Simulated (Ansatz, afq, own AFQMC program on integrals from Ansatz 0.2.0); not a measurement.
Two steps: Ansatz 0.2.0 writes the Fock matrix and Cholesky factors of the valence space, and afq projects on them the lowest state that overlaps trial and start.

```yaml
crystal:
  periodic: [false, false, false]
  atoms:
    - {symbol: Si, position_ang: [0.000000, 0.000000, 0.595671]}
    - {symbol: C, position_ang: [0.000000, 0.000000, -1.106259]}
    - {symbol: H, position_ang: [0.000000, -0.909276, -1.707827]}
    - {symbol: H, position_ang: [0.000000, 0.909276, -1.707827]}
basis:
  gaussian: {orbitals: cc-pVDZ}
total_charge: 1
magnetization: {spin_polarized: true, initial_magnetization: 1}
correlation: {method: ccsd_t, electrons: outside_noble_gas, hamiltonian_folder: ham}
```

```sh
$ ansatz run in.yaml --threads 1 --pin off --events-out ev --progress --plain --max-ram 1843MiB
```

afq runs on the folder ham with

```
--method free --trial cisd --walkers 60 --time-step 0.03 --max-blocks 80 --target-error 0.00036 --factor-cut 1e-05 --seed 2591 --times 0,0.3,0.6,1.2,1.8,2.4,3.6,4.8,6 --taylor-order 8
```

Times are imaginary, in 1/Eh. The walk had a cap of 1011 s.

afq prints:

```
orbitals 36  electrons 5 4  factors 279 of 404
reference energy -327.60485365 Eh
CCSD correlation -0.20200126 Eh in 10 cycles, weight of the determinant in the CISD state 0.8885
repeat  energy at the last time / Eh  error
    10  -327.815466  0.001564
    20  -327.812235  0.001124
    30  -327.812600  0.000944
    40  -327.813006  0.000896
    50  -327.812450  0.000854
    60  -327.812625  0.000782
    70  -327.812625  0.000689
    80  -327.812029  0.000631
time / (1/Eh)  energy / Eh  error  mean overlap
  0.00  -327.806980  0.000122  1.1252
  0.30  -327.810492  0.000165  1.1213
  0.60  -327.811989  0.000203  1.1132
  1.20  -327.812565  0.000188  1.1204
  1.80  -327.813131  0.000260  1.1204
  2.40  -327.813182  0.000318  1.1172
  3.60  -327.813548  0.000378  1.1146
  4.80  -327.812885  0.000426  1.1214
  6.00  -327.812029  0.000631  1.1720
energy -327.812029 +/- 0.000631 Eh
```

The run passed its tests (error under three times the target), which doesn't prove that it has relaxed.

Against this walk (error 17.2 meV) on the same determinant: CCSD(T) 2.4 meV lower (within the noise), CCSDT(Q) 35.5 meV lower. The error is statistical, and a free projection of finite length keeps a remainder of its start. The last points scatter (meV from the last: -30 ± 7 at 1.80, -31 ± 9 at 2.40, -41 ± 10 at 3.60, -23 ± 12 at 4.80, 0 ± 17 at 6.00); the last is the one printed as the energy, and the gaps above move with that scatter.

Cautions: remainder of the start not in the error; error above the target (17.2 against 9.8 meV).

The walk took 4.6 min on 1 thread of Arm Neoverse V1 (shared host). The log's last line is the free-projection energy.

CCSDT and higher add their correlation energy to the determinant of the CCSD(T) run, since their own runs factorise the integrals more tightly (a shift of under 2 meV). A walk keeps the symmetry of its determinant, which the program's search chose and which needn't be the lowest solution, so a lower state of the same spin and another symmetry isn't excluded.
